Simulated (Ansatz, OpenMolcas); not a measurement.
# AlHCl2 (SMILES [H][Al]([Cl])[Cl]): methods side by side

AlHCl2 has 4 atoms, charge 0, and is taken as a singlet. SMILES: `[H][Al]([Cl])[Cl]`. The shape comes from GFN2-xTB, which is rough for such elements, and wasn't checked as a minimum.

```xyz
4

Al   -0.0478   -0.0807   -0.0004
Cl    1.9719   -0.1826    0.0143
Cl   -1.0957    1.6499   -0.0158
H    -0.8284   -1.3866    0.0020
```

Each level gives the energy change with the Al1–Cl2 bond stretched from 2.022 to 3.033 Å (eV). The values are calculated.

```csv
level,kind,program,value (eV),less FCI/STO-3G,CPU time (all runs)
SVWN5/STO-3G (restricted),LDA,Ansatz,3.44,-0.22,2 s
BLYP/STO-3G (restricted),GGA,Ansatz,3.01,-0.65,3 s
M06-2X/STO-3G (restricted),hybrid meta-GGA,OpenMolcas,3.73,+0.07,9.3 s
HSE06/STO-3G (restricted),range-separated hybrid,Ansatz,3.52,-0.14,3.6 s
RPA@PBE/STO-3G (restricted),RPA,Ansatz,3.21,-0.45,4.5 s
MP2/STO-3G (restricted),perturbation theory,Ansatz,3.88,+0.22,0.43 s
"CASSCF(2,2)/STO-3G",multireference,OpenMolcas,3.92,+0.26,3.9 s
"MRCI(2,2)/STO-3G",multireference,OpenMolcas,3.67,+0.01,3.8 s
CISD/STO-3G (restricted),coupled cluster or CI,OpenMolcas,3.72,+0.06,3.6 s
FCI/STO-3G,exact in the basis,OpenMolcas,3.66,0.00,3.2 min
```

FCI/STO-3G is exact within its basis and frozen core, so for wave-function methods in that basis the difference is their error; functionals converge differently with the basis, so for them it is only a difference. The first shape isn't each level's own minimum. The values span 3.01 to 3.92 eV. All rows use very small basis sets, so even the best lies far from the true value. Times are those of the runs behind each value, whatever else they computed, on shared processors of several kinds: orders of magnitude only.
